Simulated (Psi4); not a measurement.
# One shape, several levels: CH4FSi (SMILES FC[SiH2])

Wanted: a comparison of 3 runs (UB2PLYP/def2-SVP, UCAM-B3LYP/6-31+G*, UMP2/6-31++G**) of CH4FSi. 

The results are computed with Psi4 1.11.

2 further runs of the same task are left out: 2 set aside as unsound or not needed.

**1. The structure to begin with**

CH4FSi: 7 atoms, total charge 0, spin state doublet. As SMILES, `FC[SiH2]`. Geometry: relaxed at GFN2-xTB. This is one conformer, not always the lowest.

Bond lengths: F1–C2 1.381 Å, C2–Si3 1.915 Å, C2–H4 1.094 Å, C2–H5 1.096 Å, Si3–H6 1.455 Å, Si3–H7 1.457 Å. Angles: F1–C2–Si3 110.5°, F1–C2–H4 106.4°, F1–C2–H5 106.0°, Si3–C2–H4 113.1°, Si3–C2–H5 112.2°, C2–Si3–H6 111.4°, C2–Si3–H7 109.2°, H4–C2–H5 108.3°, H6–Si3–H7 116.0°.

**2. A single-point energy at UB2PLYP/def2-SVP (density fitting for correlation) (run 1)**

calc.py

```python
import psi4

psi4.set_memory(1600000000)
psi4.set_num_threads(1)
psi4.set_output_file('psi4.out', False)

m = psi4.geometry("""
0 2
F     -1.836860    -0.025350     0.073010
C     -0.586200    -0.230660    -0.476650
Si     0.775350     0.009120     0.848120
H     -0.597080    -1.238190    -0.902400
H     -0.496440     0.488720    -1.298130
H      0.669960     1.311040     1.488860
H      2.071270    -0.314670     0.267190
symmetry c1
no_reorient
no_com
""")

options = {'basis': 'def2-SVP', 'reference': 'uks', 'puream': True, 'e_convergence': 1e-09, 'd_convergence': 1e-08, 'scf_type': 'pk', 'dft_radial_points': 99, 'dft_spherical_points': 590, 'num_frozen_docc': 7, 'maxiter': 200}
psi4.set_options(options)

E, wfn = psi4.energy('b2plyp', molecule=m, return_wfn=True)
print(f'b2plyp energy: {E:.10f} Eh')
```

Command:

```sh
$ python calc.py
```

psi4.out:

```text
[...]
  Running in c1 symmetry.
[...]
  Nuclear repulsion =  101.127698508504722
[...]
  Multiplicity = 2
[...]
  Nalpha       = 17
  Nbeta        = 16
[...]
    Number of basis functions: 66
[...]
   @UKS iter   1:  -429.13161457216819   -5.07008e-01   4.63968e-03 ADIIS/DIIS
[...]
   @UKS iter  12:  -429.18310017562976   -4.71800e-12   5.28009e-09 DIIS
[...]
   @S^2 Observed:                7.523211974E-01
[...]
  @UKS Final Energy:  -429.18310017562976
   => Energetics <=
    Nuclear Repulsion Energy =            101.1276985085047215
    One-Electron Energy =                -794.9195486450274757
    Two-Electron Energy =                 282.8995048915955408
    DFT Exchange-Correlation Energy =     -18.2907549307026009
    Empirical Dispersion Energy =           0.0000000000000000
    VV10 Nonlocal Energy =                  0.0000000000000000
    Total Energy =                       -429.1831001756297610
[...]
 Multipole Moments:
 ------------------------------------------------------------------------------------
     Multipole            Electronic (a.u.)      Nuclear  (a.u.)        Total (a.u.)
 ------------------------------------------------------------------------------------
 L = 1.  Multiply by 2.5417464519 to convert [e a0] to [Debye]
 Dipole X            :         14.8625599          -14.2604970            0.6020630
 Dipole Y            :          2.2674712           -2.3385928           -0.0711216
 Dipole Z            :        -17.7670263           17.4353502           -0.3316761
 Magnitude           :                                                    0.6910478
[...]
```

Standard output:

```text
b2plyp energy: -429.3160781452 Eh
```

It took 11 s on 1 thread of Intel Xeon 6975P-C (Granite Rapids), shared host; peak memory 0.9 GiB.

**3. Energy and gradient at UCAM-B3LYP/6-31+G(d) (spherical functions) (run 2)**

job.json

```json
{
 "schema_name": "qcschema_input",
 "schema_version": 1,
 "molecule": {
  "schema_name": "qcschema_molecule",
  "schema_version": 2,
  "symbols": ["F", "C", "Si", "H", "H", "H", "H"],
  "geometry": [-3.47116233, -0.04790456, 0.1379689, -1.10775745, -0.43588423, -0.90073796, 1.46519915, 0.0172343, 1.60271452, -1.12831767, -2.33983999, -1.70528885, -0.93813564, 0.92354695, -2.45311017, 1.26604091, 2.47750654, 2.81353764, 3.91413303, -0.59464012, 0.50491592],
  "molecular_charge": 0,
  "molecular_multiplicity": 2,
  "fix_symmetry": "c1"
 },
 "driver": "gradient",
 "model": {
  "method": "cam-b3lyp",
  "basis": "6-31+G*"
 },
 "keywords": {
  "reference": "uks",
  "puream": true,
  "e_convergence": 1e-09,
  "d_convergence": 1e-08,
  "scf_type": "pk",
  "dft_radial_points": 99,
  "dft_spherical_points": 590,
  "maxiter": 200,
  "scf_properties": ["WIBERG_LOWDIN_INDICES", "DIPOLE", "MULLIKEN_CHARGES"]
 }
}
```

Command:

```sh
$ psi4 --qcschema job.json -n 1 --memory 1600MB
```

stdout:

```text
[...]
  Running in c1 symmetry.
[...]
  Nuclear repulsion =  101.127698550176575
[...]
  Multiplicity = 2
[...]
  Nalpha       = 17
  Nbeta        = 16
[...]
    Number of basis functions: 66
[...]
   @UKS iter   1:  -429.62564324851201   -5.14550e-01   6.27584e-03 ADIIS/DIIS
[...]
   @UKS iter  12:  -429.71563162775431   -3.29692e-12   4.51097e-09 DIIS
[...]
   @S^2 Observed:                7.515326530E-01
[...]
  @UKS Final Energy:  -429.71563162775431
   => Energetics <=
    Nuclear Repulsion Energy =            101.1276985501765751
    One-Electron Energy =                -794.9769529700661224
    Two-Electron Energy =                 292.7117813926583949
    DFT Exchange-Correlation Energy =     -28.5781586005231141
    Empirical Dispersion Energy =           0.0000000000000000
    VV10 Nonlocal Energy =                  0.0000000000000000
    Total Energy =                       -429.7156316277543056
[...]
  -Total Gradient:
     Atom            X                  Y                   Z
    ------   -----------------  -----------------  -----------------
       1        0.015170271187    -0.003065761401    -0.009470672497
       2       -0.009492823841    -0.000092237744     0.005486643802
       3        0.014340598478     0.014418150804    -0.000771154455
       4       -0.004163886027     0.000905447041     0.000863296429
       5       -0.003072046065     0.000110412971     0.001908484336
       6       -0.001889626955    -0.011222460545    -0.002526276251
       7       -0.010892659493    -0.001061438019     0.004523136862
[...]
```

The result, in JSON:

```text
{
 "driver": "gradient",
 "model": {
  "method": "cam-b3lyp",
  "basis": "6-31+G*"
 },
 "success": true,
 "return_result": [0.015170271187202794, -0.003065761400887157, -0.00947067249728932, -0.009492823840934375, -9.223774410064677e-05, 0.005486643802254276, 0.014340598478291581, 0.014418150804013381, -0.0007711544552350819, -0.004163886026561861, 0.0009054470409843585, 0.0008632964292260015, -0.0030720460645424497, 0.00011041297053075716, 0.0019084843355538644, -0.0018896269550015103, -0.011222460545453367, -0.002526276250741033, -0.0108926594929208, -0.001061438019219367, 0.004523136861966495],
 "properties": {
  "calcinfo_nbasis": 66,
  "calcinfo_nmo": 66,
  "calcinfo_nalpha": 17,
  "calcinfo_nbeta": 16,
  "calcinfo_natom": 7,
  "nuclear_repulsion_energy": 101.12769855017658,
  "return_energy": -429.7156316277543,
  "return_gradient": [0.015170271187202794, -0.003065761400887157, -0.00947067249728932, -0.009492823840934375, -9.223774410064677e-05, 0.005486643802254276, 0.014340598478291581, 0.014418150804013381, -0.0007711544552350819, -0.004163886026561861, 0.0009054470409843585, 0.0008632964292260015, -0.0030720460645424497, 0.00011041297053075716, 0.0019084843355538644, -0.0018896269550015103, -0.011222460545453367, -0.002526276250741033, -0.0108926594929208, -0.001061438019219367, 0.004523136861966495],
  "scf_one_electron_energy": -794.9769529700661,
  "scf_two_electron_energy": 292.7117813926584,
  "scf_xc_energy": -28.578158600523114,
  "scf_dipole_moment": [0.6517909754161719, -0.07349268301611678, -0.3689768920934534],
  "scf_total_energy": -429.7156316277543,
  "scf_total_gradient": [0.015170271187202794, -0.003065761400887157, -0.00947067249728932, -0.009492823840934375, -9.223774410064677e-05, 0.005486643802254276, 0.014340598478291581, 0.014418150804013381, -0.0007711544552350819, -0.004163886026561861, 0.0009054470409843585, 0.0008632964292260015, -0.0030720460645424497, 0.00011041297053075716, 0.0019084843355538644, -0.0018896269550015103, -0.011222460545453367, -0.002526276250741033, -0.0108926594929208, -0.001061438019219367, 0.004523136861966495],
  "scf_iterations": 12
 }
}
```

Wall time 19 s (1 thread of Intel Xeon 6975P-C (Granite Rapids), shared host); peak memory 0.96 GiB.

**4. A single-point energy at UMP2/6-31++G(d,p) (density fitting for correlation, Cartesian functions) (run 3)**

calc.dat

```
memory 1600 mb

molecule {
  0 2
  F     -1.836860    -0.025350     0.073010
  C     -0.586200    -0.230660    -0.476650
  Si     0.775350     0.009120     0.848120
  H     -0.597080    -1.238190    -0.902400
  H     -0.496440     0.488720    -1.298130
  H      0.669960     1.311040     1.488860
  H      2.071270    -0.314670     0.267190
  symmetry c1
}

set basis 6-31++G**
set reference uhf
set scf_type pk
set freeze_core true
set mp2_type df

energy_value, wavefunction = energy("mp2", return_wfn=True)
```

Command:

```sh
$ psi4 -i calc.dat -o calc.out -n 1
```

calc.out:

```text
[...]
  Running in c1 symmetry.
[...]
  Nuclear repulsion =  101.127698508504722
[...]
  Multiplicity = 2
[...]
  Nalpha       = 17
  Nbeta        = 16
[...]
    Number of basis functions: 85
[...]
   @UHF iter   1:  -428.43532213346271   -6.93507e-01   3.40314e-03 ADIIS/DIIS
[...]
   @UHF iter  13:  -428.50041963798844   -5.22959e-12   6.74363e-09 DIIS
[...]
   @S^2 Observed:                7.541384153E-01
[...]
  @UHF Final Energy:  -428.50041963798844
   => Energetics <=
    Nuclear Repulsion Energy =            101.1276985085047215
    One-Electron Energy =                -794.8932951974809384
    Two-Electron Energy =                 265.2651770509877451
    Total Energy =                       -428.5004196379884434
  UHF NO Occupations:
  HONO-2 :   15  A 1.9997371
  HONO-1 :   16  A 1.9984430
[...]
 Multipole Moments:
 ------------------------------------------------------------------------------------
     Multipole            Electronic (a.u.)      Nuclear  (a.u.)        Total (a.u.)
 ------------------------------------------------------------------------------------
 L = 1.  Multiply by 2.5417464519 to convert [e a0] to [Debye]
 Dipole X            :         -3.4133761            4.1284031            0.7150269
 Dipole Y            :         -0.4747327            0.3788199           -0.0959129
 Dipole Z            :          0.9615822           -1.3175934           -0.3560112
 Magnitude           :                                                    0.8044916
[...]
```

Run time: 2.9 s. Hardware: 1 thread of Intel Xeon 6975P-C (Granite Rapids), shared host; peak memory 0.28 GiB.

**5. The series**

| run | level | task | fitting correlation | energy (Eh) | HOMO energy (eV) | LUMO energy (eV) | ⟨S²⟩ | wall time |
| --- | --- | --- | --- | --- | --- | --- | --- | --- |
| 1 | UB2PLYP/def2-SVP (density fitting for correlation) | energy | density fitting | -429.316078 | -7.12 | -1.05 | 0.752 | 11 s |
| 2 | UCAM-B3LYP/6-31+G* (spherical functions) | gradient | – | -429.715632 | -7.43 | -1.61 | 0.752 | 19 s |
| 3 | UMP2/6-31++G** (density fitting for correlation, Cartesian functions) | energy | density fitting | -428.899164 | -9.00 | 0.85 | 0.754 | 2.9 s |

**6. Results**

| quantity | value |
| --- | --- |
| run 3: total energy | -428.89916 Eh |
| run 3: HOMO energy (Hartree–Fock orbitals) (highest over α and β) | -9.00 eV |
| run 3: LUMO energy (Hartree–Fock orbitals) (lowest over α and β) | 0.85 eV |
| run 3: correlation energy (7 core orbitals frozen) | -398.7 mEh |
| run 3: ⟨S²⟩ of the reference determinant | 0.754 |

What this shows: Totals of different functionals can't be ranked against each other. All runs together took 33 s, the longest 19 s.
